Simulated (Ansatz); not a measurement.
C2H4FNO can be A, `NC1(F)CO1`, or B, `N/C=C(\O)F`.

Computed with Ansatz on PBE0-D4/def2-TZVP structures; ΔE is electronic, products minus reactants. CCSD(T)/CBS is the MP2 limit (def2-TZVPP, def2-QZVPP) plus CCSD(T) − MP2 in def2-TZVPP, frozen cores. This one scheme is used for every species. DFT in def2-TZVPP. B3LYP here is the variant with VWN-RPA as its local correlation; programs differ in this. One conformer a species, not always the lowest.

**Question.** Which is lower in electronic energy at CCSD(T)/CBS, and by how much? (Estimate.)

**Answer.** Ansatz gave: B, by 25.8 kJ/mol.

**Question.** Give E(B) − E(A) in kJ/mol with PBE0-D4, CCSD/def2-TZVPP, HF/def2-TZVPP, B3LYP-D4, r2SCAN-D4, MP2/def2-TZVPP, CCSD(T)/def2-TZVPP. (An estimate is asked.)

**Answer.** Ansatz gave: PBE0-D4 -20.1, CCSD/def2-TZVPP -21.0, HF/def2-TZVPP -25.8, B3LYP-D4 -34.8, r2SCAN-D4 -21.4, MP2/def2-TZVPP -16.3, CCSD(T)/def2-TZVPP -21.3. None reverses the order clearly.

Largest T1 diagnostic: 0.012.

From PBE to PBE0 (25 % exact exchange), in def2-TZVPP and without D4, E(B) − E(A) moves by +5.1 kJ/mol. In def2-TZVPP, CCSD(T) changes the Hartree–Fock value by +4.5 kJ/mol (the triples alone add −0.3 kJ/mol) and MP2 by +9.5 kJ/mol.
